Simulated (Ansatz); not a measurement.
# BCl₃ (triplet): from Hartree-Fock to the top rungs, cc-pVDZ

The task here is to estimate one member of a computed series from the others.

Method: cc-pVDZ, core rule «outside noble gas», up to 16 orbitals frozen; program: Ansatz 0.2.0, Gaussian basis.

Plan: UHF; CCSD(T) on ROHF; CCSD(T) on UHF; BCCD(T) on ROHF; CISD; CCSDT(Q) on ROHF; CCSDT(Q) on UHF; CASSCF and MRCISD+Q, 18 electrons in 13 orbitals; CASSCF and NEVPT2, 18 electrons in 13 orbitals.

3 further runs of the same task are left out: 3 set aside as unsound or not needed.

**What is computed**

The geometry is a PBE0/def2-TZVP stationary point (not a proven minimum) of the parent state, kept for this charge and spin.

4 atoms, charge 0, spin multiplicity 3.

Atoms are counted from 1 here; the program's logs count them from 0.

Bond lengths: B1–Cl2 1.737 Å, B1–Cl3 1.737 Å, B1–Cl4 1.737 Å. Angles: Cl2–B1–Cl3 120.0°, Cl2–B1–Cl4 120.0°, Cl3–B1–Cl4 120.0°.

The first run:

in.yaml reads:

```yaml
crystal:
  periodic: [false, false, false]
  atoms:
    - {symbol: B, position_ang: [0.000000, 0.000000, 0.000000]}
    - {symbol: Cl, position_ang: [1.737304, 0.013098, -0.000100]}
    - {symbol: Cl, position_ang: [-0.879995, 1.497998, -0.002600]}
    - {symbol: Cl, position_ang: [-0.857309, -1.511096, 0.002700]}
basis:
  gaussian: {orbitals: cc-pVDZ}
magnetization: {spin_polarized: true, initial_magnetization: 2}
hamiltonian: {xc: hf}
output: {orbitals: {seedname: orbitals}}
```

Run with:

```sh
$ ansatz run in.yaml --threads 1 --pin off --events-out ev --progress --plain --max-ram 4096MiB --backend cpu
```

Steps of the session up to this table: UHF; CCSD(T) on ROHF; CCSD(T) on UHF; BCCD(T) on ROHF; CISD; CCSDT(Q) on ROHF; CCSDT(Q) on UHF; CASSCF and MRCISD+Q, 18 electrons in 13 orbitals; CASSCF and NEVPT2, 18 electrons in 13 orbitals.

One of the session's tables, all rows but one given; the rest of the session is left out.

| method | from RCCSDT(Q) (meV) |
| --- | --- |
| RMP2 | +1359.7 |
| UMP2 | +1476.2 |
| CISD | +2764.7 |
| RCCSD | +547.0 |
| UCCSD | +537.1 |
| RCCSD(T) | +73.6 |
| UCCSD(T) | ? |
| BCCD(T) | +72.2 |
| RCCSDT | +45.8 |
| UCCSDT | +44.1 |
| RCCSDT(Q) | 0 |
| UCCSDT(Q) | -2.2 |
| CASSCF valence | +13258.0 |
| NEVPT2 valence | +2150.8 |
| MRCISD valence | +1987.5 |
| MRCISD+Q valence | +309.4 |

Q: Estimate the row for UCCSD(T) from the others.

The run gave: from RCCSDT(Q) (meV): +75.5. In the column «from RCCSDT(Q) (meV)» it lies between RCCSD(T) (+73.6) and MRCISD+Q valence (+309.4).

To keep in mind: The report flags that the cluster equations may have other roots. Left out of the table: ROHF, UHF (another determinant or state than the rows shown). The program flags RCCSD(T), UCCSD(T), BCCD(T), RCCSDT(Q), UCCSDT(Q) as in doubt, so the zero of the table is itself unsure. Warnings: coupled cluster took another determinant than the lowest. Restricted and unrestricted rows rest on different reference determinants; where their highest levels disagree by more than a few hundredths of an eV, they describe different states and don't form one ladder.
